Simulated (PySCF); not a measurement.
**Towards the basis-set limit for MgO**

State: ³Π, triplet, unpaired electrons σ ↑, π ↑. De refers to Mg + O. ROHF-based CCSD(T) in PySCF 2.14 with Mg cc-pCVDZ, O aug-cc-pVDZ and Mg cc-pCVTZ, O aug-cc-pVTZ (frozen core orbitals: 2; no relativity). Correlation energies are extrapolated as n⁻³ (n = 2, 3), Hartree–Fock as (n+1)·exp(−9√n). CV is the change on freezing 1 orbitals instead, in Mg cc-pCVTZ, O cc-pwCVTZ. SR is the spin-free X2C energy in Mg cc-pCVTZ-DK, O cc-pVTZ-DK less the non-relativistic one in Mg cc-pCVTZ, O cc-pVTZ.

```csv
Level,Re (Å),ωe (cm⁻¹),ωexe (cm⁻¹),αe (cm⁻¹),De (eV)
CCSD(T)/DZ,1.9053,620.0,4.09,0.00488,2.077
CCSD(T)/TZ,1.8816,638.9,4.03,0.00477,2.266
HF/CBS,1.8533,690.7,3.84,0.00451,1.427
MP2/CBS,1.8747,651.6,3.78,0.00459,2.564
CCSD/CBS,1.8703,656.4,3.93,0.00466,2.222
CCSD(T)/CBS,1.8765,645.2,4.03,0.00474,2.337
CCSD(T)/CBS+CV,1.8757,645.8,4.03,0.00475,2.342
CCSD(T)/CBS+CV+SR,1.8753,645.1,4.04,0.00476,2.326
```

**Question.** How much is left between CCSD(T)/TZ and the basis-set limit, and how much do the triples give at the limit?

**Answer.** CCSD(T)/CBS less CCSD(T)/TZ: -5.1 mÅ in Re, +6.3 cm⁻¹ in ωe and +0.071 eV in De. CCSD(T)/CBS less CCSD/CBS: +6.2 mÅ in Re, -11.2 cm⁻¹ in ωe and +0.115 eV in De.

**Question.** What do the later terms add?

**Answer.** CV: -0.8 mÅ in Re, +0.6 cm⁻¹ in ωe and +0.005 eV in De; SR: -0.4 mÅ in Re, -0.7 cm⁻¹ in ωe and -0.016 eV in De, each against the row above.

The T1 diagnostic is 0.020. The state was picked by a PBE0 search and need not be the measured ground state. Spin–orbit coupling, excitations beyond (T) and corrections to the Born–Oppenheimer picture are left out.

The whole job (state search and all basis sets along the bond) took about 31 min on 4 threads of Intel Xeon Platinum 8488C (shared host), peak memory 6.4 GiB.
